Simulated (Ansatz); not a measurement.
# BH5OSi: the cost of one run

The runs use Ansatz 0.2.0, Gaussian basis; the settings change from run to run.

1 further run of the same task is left out (it didn't finish).

**1. The relaxed structure**

An earlier PBE0-D4 in a triple-zeta def2 set relaxation fixed the geometry.

SMILES `BO[SiH3]`, 8 atoms, charge 0, spin multiplicity 1.

Atoms are counted from 1 here; the program's logs count them from 0.

Bond lengths: B1–O2 1.347 Å, B1–H4 1.204 Å, B1–H5 1.199 Å, O2–Si3 1.658 Å, Si3–H6 1.485 Å, Si3–H7 1.482 Å, Si3–H8 1.482 Å. Angles: O2–B1–H4 120.0°, O2–B1–H5 118.0°, H4–B1–H5 121.9°, B1–O2–Si3 132.3°, O2–Si3–H6 110.1°, O2–Si3–H7 107.9°, O2–Si3–H8 107.9°, H6–Si3–H7 110.4°, H6–Si3–H8 110.4°, H7–Si3–H8 110.0°.

**2. SPW92/aug-pcseg-2**

Options: charge +1, multiplicity 2.

The input, in.yaml:

```yaml
crystal:
  periodic: [false, false, false]
  atoms:
    - {symbol: B, position_ang: [-0.369687, 0.803386, -1.288171]}
    - {symbol: O, position_ang: [0.437364, -0.035848, -0.611657]}
    - {symbol: Si, position_ang: [0.369563, -0.652062, 0.925937]}
    - {symbol: H, position_ang: [-1.356997, 1.246061, -0.759938]}
    - {symbol: H, position_ang: [-0.071709, 1.086387, -2.414060]}
    - {symbol: H, position_ang: [-0.831742, -0.136504, 1.630955]}
    - {symbol: H, position_ang: [1.602072, -0.239441, 1.637471]}
    - {symbol: H, position_ang: [0.313336, -2.129179, 0.823563]}
basis:
  gaussian: {orbitals: aug-pcseg-2}
total_charge: 1
magnetization: {spin_polarized: true, initial_magnetization: 1}
hamiltonian: {xc: {name: SPW92}}
output: {forces: true}
```

Launch:

```sh
> ansatz run in.yaml --threads 4 --pin off --events-out ev --progress --plain --max-ram 10444MiB
```

**Question.** How long does this run take on 4 threads of Arm Neoverse V2, shared host, and how much memory does it need?

About 6 s, with a peak of 0.73 GiB.
